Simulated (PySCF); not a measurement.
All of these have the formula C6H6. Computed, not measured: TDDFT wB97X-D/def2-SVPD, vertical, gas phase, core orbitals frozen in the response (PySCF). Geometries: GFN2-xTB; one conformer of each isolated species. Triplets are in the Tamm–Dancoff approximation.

A. `C=C1C=CC1=C`
B. `C#C[C@H]1[C@H]2C[C@@H]12`
C. `C1=CC2C=CC12`

Lowest singlet levels (six at most, fewer where fewer were computed) with oscillator strengths:

1. 5.62 eV (f 0.000); 6.08 eV (f 0.024); 7.10 eV (f 0.000); 7.14 eV (f 0.014); 7.32 eV (f 0.000); 7.47 eV (f 0.038); T1 4.04 eV
2. 6.51 eV (f 0.000); 6.82 eV (f 0.019); 6.90 eV (f 0.000); 7.68 eV (f 0.019); 7.70 eV (f 0.049); 7.86 eV (f 0.000); T1 5.48 eV
3. 5.18 eV (f 0.113); 5.33 eV (f 0.000); 6.46 eV (f 0.493); 6.50 eV (f 0.545); 7.00 eV (f 0.010); 7.01 eV (f 0.000); T1 3.22 eV

Question: Match each spectrum to its molecule.

Answer: 1 = C, 2 = B, 3 = A.
- A: S1 at 5.18 eV, HOMO→LUMO (91%); Löwdin shares by element: HOMO carbon 68% or more (atoms not listed hold the other 32%); LUMO carbon 74% or more (atoms not listed hold the other 26%); HOMO -8.54 and LUMO 0.81 eV; point group C2v, 2 of its 6 listed states under f = 0.0005.
- B: S1 at 6.51 eV, HOMO→LUMO+5 (35%), HOMO→LUMO (25%), HOMO→LUMO+2 (23%); Löwdin shares by element: HOMO carbon 86% or more; LUMO carbon 37% or more, hydrogen 13% or more (atoms not listed hold the other 49%); HOMO -9.26 and LUMO 2.51 eV; point group Cs, 3 of its 6 listed states under f = 0.0005.
- C: S1 at 5.62 eV, HOMO→LUMO (98%); Löwdin shares by element: HOMO carbon 88% or more; LUMO carbon 69% or more (atoms not listed hold the other 31%); HOMO -8.79 and LUMO 1.46 eV; point group C2v, 3 of its 6 listed states under f = 0.0005.
